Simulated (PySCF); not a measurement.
From results back to the method.

Phosphaethyne, CHP.
InChI=1S/CHP/c1-2/h1H

The closed-shell ground state was solved 5 times with PySCF (density fitting, gas phase), always in the pcSseg-2 basis (93 functions), with these functionals: B97-2, BHandHLYP, CAM-B3LYP, LC-wPBE and wB97X-D. Geometry: PBE0-D3(BJ)/def2-SVP; no solvent, vibrations or thermal averaging.

```csv
row,total energy (Eh),HOMO (eV),LUMO (eV),dipole (D)
P,-380.0096,-9.41,-0.35,0.32
Q,-380.0281,-7.90,-1.52,0.42
R,-379.8767,-10.84,0.74,0.36
S,-379.9948,-9.03,-0.48,0.34
T,-380.0029,-10.01,0.29,0.42
```

Question: Which functional belongs to which row?

Answer: P = CAM-B3LYP, Q = B97-2, R = LC-wPBE, S = BHandHLYP, T = wB97X-D. By rising HOMO–LUMO gap: B97-2 (global hybrid, 21 % exact exchange) 6.38 eV; BHandHLYP (global hybrid, 50 % exact exchange) 8.55 eV; CAM-B3LYP (range-separated hybrid) 9.06 eV; wB97X-D (range-separated hybrid) 10.30 eV; LC-wPBE (range-separated hybrid) 11.58 eV. Total energies of different functionals aren't bounds to one another; each is stationary for its own functional.

wB97X-D is run here without its empirical dispersion term; that term would change no orbital, density or response property at a fixed geometry.
